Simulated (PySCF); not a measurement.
Compound: 1,2,5-thiadiazole, C2H2N2S.
Numbering: `[cH:1]1[cH:2][n:3][s:4][n:5]1`

Definitions: NICS(0) = −σiso at the ring centroid; NICS(1) = −σiso and NICS(1)zz = −σzz at ±1 Å along the ring normal z. Level: GIAO B97-2/pcSseg-2 (PySCF, non-relativistic, gas phase) on the PBE0-D3(BJ)/def2-TZVP geometry, one conformer.

Ring bond lengths (Å): C1–C2 1.414, C2–N3 1.317, N3–S4 1.620, S4–N5 1.620, N5–C1 1.317.

Q: Give the NICS values of each ring in ppm.

A: 
```json
{"ring": "C1–C2–N3–S4–N5", "type": "5-membered ring with 2 N and S; formal bonds all aromatic", "NICS(0)": "-14.5", "NICS(1), two faces": "-12.6 / -12.6", "NICS(1)zz, two faces": "-36.5 / -36.5", "rms pucker (Å)": "0.00", "centre to ring atoms, mean (Å)": "1.24"}
```

Q: What do they say, and how far can they be read as aromaticity?

A: 
- C1–C2–N3–S4–N5: mean NICS(1)zz -36.5 ppm, shielded. For a flat ring without four-coordinate atoms the NICS criterion counts such a value as aromatic.

Q: What is the mean of the two in-plane components of NICS at the second NICS(1) probe listed for ring C1–C2–N3–S4–N5, 1 Å off the ring?

A: The isotropic value is a third of the trace: (3 × -12.6 − (-36.5))/2 = -0.6 ppm.

Q: List the ring angles.

A: 
- C1–C2–N3–S4–N5: C1 113.6°, C2 113.6°, N3 106.8°, S4 99.3°, N5 106.8°; sum 540.0° against 540° for a flat convex ring.

Q: What are the shieldings of the ring atoms and their hydrogens in the same run (means over atoms taken as equivalent)?

A: 
| atoms | environment | σ isotropic (ppm) | principal values of the symmetric part, first atom (ppm) |
| --- | --- | --- | --- |
| C1 (×2) | aromatic CH next to a ring nitrogen | 30.5 | -48.3, 18.4, 121.2 |
| N3 (×2) | pyridine-type nitrogen | -125.6 | -379.1, -212.3, 214.5 |
| S4 | ring sulfur | -48.4 | -160.3, -8.3, 23.4 |
| H on C1 (×2) | aromatic hydrogen | 22.95 | 20.5, 23.0, 25.4 |

Q: How do the values depend on the level or the medium?

A: 
```json
{"level": "B97-2/pcSseg-2, gas", "NICS(0), C1–C2–N3–S4–N5": "-14.5", "mean NICS(1)zz, C1–C2–N3–S4–N5": "-36.5"}
{"level": "KT3/pcSseg-2, gas", "NICS(0), C1–C2–N3–S4–N5": "-15.1", "mean NICS(1)zz, C1–C2–N3–S4–N5": "-36.9"}
{"level": "PBE0/pcSseg-2, gas", "NICS(0), C1–C2–N3–S4–N5": "-14.4", "mean NICS(1)zz, C1–C2–N3–S4–N5": "-36.7"}
{"level": "wB97X-D/pcSseg-2, gas", "NICS(0), C1–C2–N3–S4–N5": "-14.0", "mean NICS(1)zz, C1–C2–N3–S4–N5": "-36.1"}
{"level": "WP04/pcSseg-2, IEF-PCM chloroform", "NICS(0), C1–C2–N3–S4–N5": "-14.2", "mean NICS(1)zz, C1–C2–N3–S4–N5": "-34.5"}
{"level": "wB97X-D/pcSseg-2, IEF-PCM chloroform", "NICS(0), C1–C2–N3–S4–N5": "-13.9", "mean NICS(1)zz, C1–C2–N3–S4–N5": "-36.0"}
```

The geometry is the same throughout; the continuum's cavity takes Bondi-type radii × 1.2.

Time: 15 s wall; peak memory 0.82 GiB. Hardware: one thread, Arm Neoverse V1 (aarch64), no GPU, shared host. This is the whole shielding run at B97-2/pcSseg-2, SCF included.
